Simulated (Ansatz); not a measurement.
Reaction (SMILES): [O]N=O → O=N[O-] (an electron is taken up)
B3LYP-D3(BJ)/def2-TZVP geometries, fixed; electronic energies without zero-point terms; positive where energy is released.

Basis-set convergence of the adiabatic electron affinity at PBE0 with Ansatz (an electronic-structure program). All functions are spherical. The program fits the integrals of some runs and decomposes those of others, by size. Open shells are unrestricted. No added dispersion term, no relativity. Functions are those of the species that has most. Reference: the value in aug-pcseg-3, 1.995 eV, itself unsure by roughly 0.005 eV (its mean distance from aug-cc-pVQZ, def2-QZVPPD). Deviations are taken from unrounded values.

```csv
basis,functions,adiabatic electron affinity (eV)
cc-pVDZ,42,1.030
aug-cc-pVDZ,69,2.074
def2-SVP,42,1.171
def2-SVPD,66,2.034
pcseg-1,42,1.600
aug-pcseg-1,69,2.127
6-311G**,54,1.356
6-311+G**,66,2.088
cc-pVTZ,90,1.508
aug-cc-pVTZ,138,2.008
pcseg-2,90,1.889
aug-pcseg-2,138,2.013
def2-TZVPP,93,1.744
def2-TZVPPD,117,1.978
cc-pVQZ,165,1.730
aug-cc-pVQZ,240,1.996
def2-QZVPP,171,1.849
def2-QZVPPD,195,1.985
pcseg-3,180,1.937
aug-pcseg-3,255,1.995
```

What the diffuse functions change, pair by pair:
- cc-pVDZ to aug-cc-pVDZ: 27 more functions, deviation -0.965 to 0.079 eV
- def2-SVP to def2-SVPD: 24 more functions, deviation -0.824 to 0.039 eV
- pcseg-1 to aug-pcseg-1: 27 more functions, deviation -0.394 to 0.133 eV
- 6-311G** to 6-311+G**: 12 more functions, deviation -0.639 to 0.093 eV
- cc-pVTZ to aug-cc-pVTZ: 48 more functions, deviation -0.487 to 0.013 eV
- pcseg-2 to aug-pcseg-2: 48 more functions, deviation -0.106 to 0.018 eV
- def2-TZVPP to def2-TZVPPD: 24 more functions, deviation -0.251 to -0.016 eV
- cc-pVQZ to aug-cc-pVQZ: 75 more functions, deviation -0.265 to 0.001 eV
- def2-QZVPP to def2-QZVPPD: 24 more functions, deviation -0.146 to -0.010 eV
- pcseg-3 to aug-pcseg-3: 75 more functions, deviation -0.058 to 0.000 eV

Leaving out the reference's own pair, they bring the value nearer the reference by more than 0.005 eV in 9 of 9 pairs.
